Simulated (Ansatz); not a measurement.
## What it costs to change the join: tetragonal MoSi2 (1 1 0) on Si0.875Ge0.125, ordered (0 0 1)

Periodic stacks without vacuum, tetragonal MoSi2 (1 1 0) on Si0.875Ge0.125, ordered (0 0 1); both interfaces of a cell carry the change. As cut, the substrate ends in Si and Si planes and the film in MoSi and MoSi planes. All cells share the in-plane lattice within 0.1 %; atoms, period and the film's lateral shift were relaxed first with the CHGNet potential, then at PBE, once from one start each, so registries can end apart. The unchanged cell is such a single relaxation too: if a lower arrangement of it exists, the changes cost more than shown. Left out: 2 cells whose period moved by more than 2.5 % (with added atoms, fell by over 1 % or rose by over 10 %) or whose in-plane lattice differs.

Plane-wave PAW runs of Ansatz (a first-principles code), PBE at 420 eV, without spin–orbit coupling or a Hubbard term. The stacks are run without spin polarisation. The cells are models built for this series, cut from the relaxed bulk crystals, not measured interface structures.

| cell | atoms gained or lost | period at the end (Å) | total energy (eV) | energy per atom added, swapped in or removed (eV) |
|---|---|---|---|---|
| unchanged | – | 24.67 | -188481.562 | – |
| 3 Al on substrate sites at each interface | +6 Al, −6 Si | 24.84 | -187890.562 | +0.20 |
| 3 Ga on substrate sites at each interface | +6 Ga, −6 Si | 24.82 | -207364.179 | +0.11 |
| 3 P on substrate sites at each interface | +6 P, −6 Si | 24.55 | -189201.627 | ? |
| 6 P on substrate sites at each interface | +12 P, −12 Si | 24.31 | -189922.626 | -0.22 |

References, each relaxed at the same level, per atom: Al from fcc Al, -537.505 eV; Ga from alpha gallium, -3783.021 eV; P from black phosphorus, -755.674 eV; Si from silicon, -635.810 eV.

**Question.** Work out the missing value, for «3 P on substrate sites at each interface», and say where it stands among the rows.

**Answer.** [-189201.627 − (-188481.562) − 6 × (-755.674) + 6 × (-635.810)] / 6 = -0.15 eV, number 2 of 4 from the lowest. A positive value means that the change costs energy against the references at 0 K, at PBE.
